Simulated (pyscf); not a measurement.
HF + F–Mo(F)(F)(F)(F)–SH → F–Mo(F)(F)(F)(F)–F + H₂S, a four-centre exchange (singlet surface; F–H, Mo–S broken, F–Mo, H–S formed). Structures and frequencies: ωB97X-D3(BJ)/def2-SVP in PySCF. Energies in kJ/mol from the separated reactants.

AM1 to PM7: differences of heats of formation from MOPAC, which are fitted to 298 K values and so differ in kind from electronic energies by zero-point and thermal terms. 

**Question.** In single points PM6 puts the saddle at 27.1 kJ/mol and the reaction energy at +44.4 kJ/mol. Should these be trusted to within a few kcal/mol? Compare with ωB97M-D3(BJ)/def2-TZVP.

**Answer.** ωB97M-D3(BJ)/def2-TZVP gives ΔE‡ = 40.5 kJ/mol and ΔE = -56.7 kJ/mol. PM6 lies 13.4 kJ/mol under it in the barrier and 101.1 kJ/mol over it in the reaction energy, so on this step it does not hold to within 12.6 kJ/mol. At PM6 this geometry lies under one side, so its ΔE‡ may be no barrier of that level. ωB97M-D3(BJ)/def2-TZVP has limits of its own. On the product side the descent ends in an adduct with a Mo–S contact, 12.8 kJ/mol over the separated species and 74.5 kJ/mol under the saddle at ωB97X-D3(BJ)/def2-TZVP. What is counted as broken (Mo–S) persists as a longer contact in the product adduct; parting that adduct is a step of its own. This is the saddle that the search found; another between the same sides may lie lower. In the def2 sets elements past Kr carry core potentials, without spin-orbit coupling.
